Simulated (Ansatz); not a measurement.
Compare A (`c1ccc2cccc-2cc1`) with its isomer B (`c1ccc2ccccc2c1`).

Gas-phase electronic energies from Ansatz, PBE0-D4/def2-TZVP geometries. CBS: MP2 limit from def2 TZ/QZ plus the TZ coupled-cluster correction, frozen cores. DFT in def2-TZVPP. B3LYP here is the variant with VWN-RPA as its local correlation; programs differ in this.

**Question.** Which is lower in electronic energy at CCSD(T)/CBS, and by how much? (Estimate.)

**Answer.** Computed: B, by 152.1 kJ/mol.

**Question.** Give E(B) − E(A) in kJ/mol with B3LYP-D4, r2SCAN-D4, BLYP-D4, ωB97M-V, B2PLYP, MP2/def2-TZVPP, CCSD/def2-TZVPP. (Best estimate.)

**Answer.** Computed: B3LYP-D4 -143.3, r2SCAN-D4 -139.4, BLYP-D4 -129.8, ωB97M-V -164.9, B2PLYP -144.1, MP2/def2-TZVPP -145.9, CCSD/def2-TZVPP -164.4. None reverses the order clearly.

Largest T1 diagnostic: 0.012.

From r2SCAN to r2SCAN0 (25 % exact exchange), in def2-TZVPP and without D4, E(B) − E(A) moves by −13.1 kJ/mol. Leaving LDA and LC-ωPBE aside and taking each functional with its dispersion term where it has one, the values, not all of them listed here, spread over 37.1 kJ/mol, from ωB97X-V to BLYP-D4. LDA lies −6.0 kJ/mol from PBE without D4.
